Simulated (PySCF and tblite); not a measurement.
Results of a calculation; reference values are marked as such.
1,4-dimethoxybenzene, C₈H₁₀O₂, numbered as in [CH3:1][O:2][c:3]1[cH:4][cH:5][c:6]([O:7][CH3:8])[cH:9][cH:10]1: conformational analysis

Level: CAM-B3LYP-D3(BJ)/def2-SVPD (IEF-PCM, chloroform)//PBE0-D3(BJ)/def2-SVP, thermal terms from GFN2-xTB, symmetry numbers and mirror pairs counted. Conformers within 3 kcal/mol (GFN2-xTB free energy) were kept, 7 at most. GIAO shieldings: PBE0/pcSseg-1 (IEF-PCM, chloroform). Couplings: B3LYP/pcSseg-1 with pcJ-1 on H (gas phase; spin-dipole term only for pairs with B, N, F, Si or P). Couplings are for ¹H. Shifts are against TMS (¹H), TMS (¹³C) at the same level. (PySCF 2.14, tblite 0.8.)

Torsions listed: C1–O2–C3–C4, C5–C6–O7–C8.

```json
{"conformer": "1", "shape": "180°, 180°", "symmetry": "C2v", "E(GFN2) kcal/mol": "0.07", "E(DFT) kcal/mol": "0.00", "G(298.15 K) kcal/mol": "0.00", "weight %": "58.5", "dipole D": "2.93"}
{"conformer": "2", "shape": "1°, 179°", "symmetry": "C2h", "E(GFN2) kcal/mol": "0.00", "E(DFT) kcal/mol": "0.17", "G(298.15 K) kcal/mol": "0.20", "weight %": "41.5", "dipole D": "0.00"}
```

Weights (%) against temperature:

| T (K) | 1 | 2 | S(mix) cal/mol/K |
| --- | --- | --- | --- |
| 150 | 65.7 | 34.3 | 1.28 |
| 200 | 62.1 | 37.9 | 1.32 |
| 250 | 59.9 | 40.1 | 1.34 |
| 298.15 | 58.5 | 41.5 | 1.35 |
| 400 | 56.5 | 43.5 | 1.36 |

Averaged shifts at 298.15 K. ¹H: 6.93 (H4/H5/H9/H10, 4H), 3.73 (H1/H8, 6H) ppm. ¹³C: 158.7 (C3/C6), 118.7 (C4/C5/C9/C10), 54.8 (C1/C8) ppm.

Averaged couplings (Hz): ²J(H1,H1) -11.6, ³J(H4,H5) 10.0, ⁴J(H4,H10) 2.7.

Coordinates of conformer 1 (Å):

```xyz
20

C     3.406    0.927   -0.016
O     2.791   -0.325   -0.078
C     1.448   -0.376   -0.239
C     0.877   -1.657   -0.295
C    -0.487   -1.815   -0.457
C    -1.328   -0.696   -0.569
O    -2.648   -0.951   -0.725
C    -3.526    0.128   -0.833
C    -0.765    0.579   -0.514
C     0.617    0.738   -0.350
H     4.481    0.748    0.113
H     3.253    1.510   -0.943
H     3.040    1.526    0.838
H     1.537   -2.522   -0.207
H    -0.939   -2.807   -0.502
H    -4.534   -0.292   -0.947
H    -3.302    0.757   -1.714
H    -3.509    0.768    0.067
H    -1.387    1.470   -0.598
H     1.024    1.748   -0.311
```

Coordinates of conformer 2 (Å):

```xyz
20

C    -3.669   -0.026   -0.314
O    -2.684    0.687    0.373
C    -1.402    0.259    0.293
C    -0.979   -0.847   -0.456
C     0.365   -1.206   -0.473
C     1.314   -0.478    0.249
O     2.595   -0.908    0.171
C     3.581   -0.197    0.859
C     0.891    0.628    0.997
C    -0.453    0.987    1.015
H    -3.499   -0.020   -1.407
H    -3.735   -1.075    0.025
H    -4.625    0.472   -0.105
H    -1.690   -1.438   -1.034
H     0.705   -2.065   -1.054
H     3.654    0.849    0.511
H     4.535   -0.702    0.658
H     3.406   -0.193    1.950
H     1.603    1.220    1.574
H    -0.793    1.846    1.595
```

Shifts are unscaled: against experiment ¹³C can be off by 15 ppm or more and ¹H by 0.8 ppm.

Search and properties took 5 min on 1 thread of Arm Neoverse V1, shared host (rough), launched as `OMP_NUM_THREADS=1 python ens_run.py task.json out`.
